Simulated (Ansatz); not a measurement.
**AlH3 (SMILES [AlH3]): levels of theory compared**

Aim: a comparison of 6 runs (wB97X/3-21G, UPBE0/6-31G*, UMP2/3-21G, MP2/6-31G*, UCCSD(T)/3-21G, UCCSD(T)/6-31G*) of AlH3. 

Program for the calculation: Ansatz 0.2.0.

74 further runs of the same task are left out: 3 that didn't finish, 71 set aside as unsound or not needed.

## Step 1: The system as given

The species is AlH3 (4 atoms), meant as a singlet with charge 0. As SMILES, `[AlH3]`. The H3–Al1 distance was set to 3.171 Å, away from the relaxed value. At this shape a bond of the SMILES string is far longer than usual.

Bond lengths: Al1–H2 1.586 Å, Al1–H4 1.586 Å. Angles: H2–Al1–H4 120.0°.

## Step 2: A single-point energy at wB97X/3-21G (run 1)

Input file run.yaml:

```yaml
crystal:
  periodic: [false, false, false]
  atoms:
    - {symbol: Al, position_ang: [1.368185, 0.802391, -0.115299]}
    - {symbol: H, position_ang: [1.987685, 1.488091, 1.173401]}
    - {symbol: H, position_ang: [-1.340800, -0.832000, 0.105100]}
    - {symbol: H, position_ang: [2.103885, 0.932891, -1.514099]}
basis:
  gaussian: {orbitals: 3-21G.json}
hamiltonian: {xc: {name: wB97X}}
accuracy: high
```

The basis set 3-21G is read from a file made from the Basis Set Exchange's data (not shown).

The run is started by

```console
$ ansatz run run.yaml --threads 1 --pin off --max-ram 2610MiB --events-out events.jsonl --progress --plain --runs-dir runs
```

The program printed:

```text
Warning: RAYON_NUM_THREADS=1 ignored (pool sized by the plan → 1); use --threads N
Functional definition: wB97X
  name "wB97X"
  parameter omega = 0.3/bohr
  parameter cx = 0.157706
  parameter cx1 = 0.726479
  parameter cx2 = 1.04760
  parameter cx3 = -5.70635
  parameter cx4 = 13.2794
  parameter css1 = -4.33879
  parameter css2 = 18.2308
  parameter css3 = -31.7430
  parameter css4 = 17.2901
  parameter cos1 = 2.37031
  parameter cos2 = -11.3995
  parameter cos3 = 6.58405
  parameter cos4 = -3.78132
  exchange = spin_sum(e_x_unif_sr(omega)*poly(b97_u_x, 1 - cx, cx1, cx2, cx3, cx4)) + cx*exact_x_sr(omega)
      + exact_x_lr(omega)
  correlation = spin_sum(e_c_pw_same_spin*poly(b97_u_same, 1, css1, css2, css3, css4))
      + integral(e_c_pw_opposite_spin*poly(b97_u_opposite, 1, cos1, cos2, cos3, cos4))
365 factors; integrals over basis functions are off by at most 3.1e-9 eV
167 factors; integrals over basis functions are off by at most 1.2e-9 eV
mean field evaluation 1: about -6602.3997 eV, gradient 1.2e1 eV
mean field evaluation 2: about -6603.2974 eV, gradient 8.2e0 eV
mean field evaluation 4: about -6603.8289 eV, gradient 1.7e-1 eV
mean field evaluation 8: about -6603.8238 eV, gradient 3.9e-3 eV
mean field evaluation 16: about -6603.8238 eV, gradient 2.1e-7 eV
mean field -6603.82375810 eV, -242.6860468777 hartree, gradient 1.7e-8 eV, S^2 0.000000; 0 other end points of the search recorded, 0 dependent functions left out
reference -6603.82375516 eV, -242.6860467696 hartree; 8, 8 occupied and 11, 11 virtual orbitals, 365 factors
Total energy: -6603.82375516 eV, -242.6860467696 hartree
```

Wall time 2.7 s (1 thread of Arm Neoverse V2, shared host); peak memory 0.2 GiB.

## Step 3: The energy at UPBE0/6-31G(d) (spherical functions) (run 2)

run.yaml: that of step 2 with these lines changed.

```diff
@@ -8,4 +8,9 @@
 basis:
-  gaussian: {orbitals: 3-21G.json}
-hamiltonian: {xc: {name: wB97X}}
+  gaussian:
+    orbitals: 6-31G_st_-spherical.json
+hamiltonian:
+  xc: pbe0
 accuracy: high
+magnetization:
+  spin_polarized: true
+  initial_magnetization: 0
```

The basis set 6-31G* is read from a file made from the Basis Set Exchange's data (not shown).

The run is started by

```console
$ ansatz run run.yaml --threads 1 --pin off --max-ram 2610MiB --events-out events.jsonl --progress --plain --runs-dir runs
```

The program printed:

```text
Warning: RAYON_NUM_THREADS=1 ignored (pool sized by the plan → 1); use --threads N
Functional definition: PBE0
  name "PBE0"
  parameter a = 0.25
  parameter kappa = 0.804
  parameter beta = 0.06672455060314922
  exchange = (1 - a)*pbe_x(kappa = kappa, mu = beta*pi^2/3) + a*exact_x
  correlation = pbe_c(beta = beta)
445 factors; integrals over basis functions are off by at most 4.0e-9 eV
mean field evaluation 1: about -6636.0435 eV, gradient 9.5e0 eV
mean field evaluation 2: about -6631.8920 eV, gradient 1.4e1 eV
mean field evaluation 4: about -6637.4150 eV, gradient 1.1e0 eV
mean field evaluation 8: about -6637.4304 eV, gradient 2.6e-2 eV
mean field evaluation 16: about -6637.4304 eV, gradient 2.4e-8 eV
mean field evaluation 32: about -6637.7386 eV, gradient 1.3e-1 eV
mean field -6637.73942284 eV, -243.9324245678 hartree, gradient 8.9e-8 eV, S^2 0.672137; 3 other end points of the search recorded, 0 dependent functions left out
reference -6637.73942592 eV, -243.9324246810 hartree; 8, 8 occupied and 16, 16 virtual orbitals, 445 factors
Total energy: -6637.73942592 eV, -243.9324246810 hartree
```

Wall time 2.6 s (1 thread of Arm Neoverse V2, shared host); peak memory 0.11 GiB.

Runs 3 to 5 aren't shown in full; the table further down has their settings and results.

## Step 4: A single-point energy at UCCSD(T)/6-31G(d) (spherical functions) (run 6)

Input file job.yaml:

```yaml
crystal:
  periodic: [false, false, false]
  atoms:
    - {symbol: Al, position_ang: [1.368185, 0.802391, -0.115299]}
    - {symbol: H, position_ang: [1.987685, 1.488091, 1.173401]}
    - {symbol: H, position_ang: [-1.340800, -0.832000, 0.105100]}
    - {symbol: H, position_ang: [2.103885, 0.932891, -1.514099]}
basis:
  gaussian:
    orbitals: 6-31G_st_-spherical.json
magnetization:
  spin_polarized: true
correlation:
  method: ccsd_t
  frozen_orbitals: {Al: 5, H: 0}
accuracy: high
scf:
  omitted_lower_state_checks: [cluster_reference, increment]
```

The basis set 6-31G* is read from a file made from the Basis Set Exchange's data (not shown).

The run is started by

```console
$ ansatz run job.yaml --threads 1 --pin off --max-ram 2610MiB --events-out events.jsonl --progress --plain --runs-dir runs
```

The program printed:

```text
Warning: RAYON_NUM_THREADS=1 ignored (pool sized by the plan → 1); use --threads N
[... 13 lines left out ...]
5 core orbitals not correlated: weight in the atoms' cores, before any rotation towards them, 1.000 or more for the frozen orbitals, at most 0.000 for the correlated occupied ones
[... 38 lines left out ...]
Total energy: -6628.10604620 eV, -243.5784045063 hartree
Checks for a lower state left out: cluster_reference, increment
```

Wall time 0.35 s (1 thread of Arm Neoverse V2, shared host).

## Step 5: All runs side by side

| run | level | frozen core orbitals | energy (Eh) | wall time |
| --- | --- | --- | --- | --- |
| 1 | wB97X/3-21G | – | -242.686047 | 2.7 s |
| 2 | UPBE0/6-31G* (spherical functions) | – | -243.932425 | 2.6 s |
| 3 | UMP2/3-21G | 5 | -242.217507 | 0.12 s |
| 4 | MP2/6-31G* (spherical functions) | 5 | -243.531355 | 0.16 s |
| 5 | UCCSD(T)/3-21G | 5 | -242.241953 | 0.22 s |
| 6 | UCCSD(T)/6-31G* (spherical functions) | 5 | -243.578405 | 0.35 s |

## Step 6: Summary of results

```
                                          quantity          value
                               run 6: total energy  -243.57840 Eh
run 6: correlation energy (5 core orbitals frozen)      -66.7 mEh
                             run 6: (T) correction      -2.71 mEh
          run 6: ⟨S²⟩ of the reference determinant          0.877
                              run 6: T1 diagnostic          0.079
```

**Reading.** Totals of different functionals can't be ranked against each other. In run 4 the log says that unrestricted orbitals would lower the reference, so the values rest on an unstable closed-shell determinant (other closed-shell runs at this shape may share the fault). Spin contamination of the reference: run 3 ⟨S²⟩ = 0.88, run 5 ⟨S²⟩ = 0.88, run 6 ⟨S²⟩ = 0.88, run 2 ⟨S²⟩ = 0.67. Where it is this large, the reference is a mixture of spin states, and values that rest on it are in doubt. All runs together took 6.2 s, the longest 2.7 s.
